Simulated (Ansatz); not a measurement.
Geometry optimisation, Ansatz 0.2.0, RKS PBE-D4/def2-SVP.

Input file:

```yaml
crystal:
  periodic: [false, false, false]
  atoms:
    - { symbol: S, position_ang: [-1.40478, -0.53876, 0.06745] }
    - { symbol: Si, position_ang: [0.7879, -0.24043, -0.32835] }
    - { symbol: Cl, position_ang: [1.22851, 1.79558, 0.45948] }
    - { symbol: H, position_ang: [-1.77756, -0.09498, -1.12629] }
    - { symbol: H, position_ang: [1.16593, -0.9214, 0.92772] }
total_charge: -1
basis:
  gaussian: { orbitals: def2-SVP }
hamiltonian:
  xc: pbe
  dispersion: d4
relax:
  f_tol: 0.015
  max_steps: 40
output:
  orbitals: {}
```

Command:

```bash
$ ansatz run input.yaml --threads 1 --pin off --max-ram 2048MiB --backend cpu --events-out ev --progress --plain --runs-dir out
```

Problem. Where does it end, and by what steps?

Solution. It converged. Limits of this set-up: an anion without diffuse functions, the dipole of an ion depends on the origin. After 5 steps the energy has fallen by 0.098 eV; H4 moved furthest, 0.08 Å.

| step | energy less start (eV) | largest force component (eV/Å) | accepted |
| --- | --- | --- | --- |
| 0 | 0.0000 | 1.445 | yes |
| 1 | -0.0836 | 0.324 | yes |
| 2 | -0.0948 | 0.124 | yes |
| 3 | -0.0965 | 0.081 | yes |
| 4 | -0.0971 | 0.089 | yes |
| 5 | -0.0976 | 0.004 | yes |

```xyz
5
Properties=species:S:1:pos:R:3
S -1.388 -0.515 0.080
Si 0.835 -0.220 -0.372
Cl 1.250 1.837 0.479
H -1.843 -0.133 -1.149
H 1.147 -0.970 0.962
```

Whether the end is a true minimum wasn't checked by a vibrational analysis.

Run time: 8.7 s on 1 thread of Arm Neoverse V2 (shared host), peak memory 0.13 GiB.
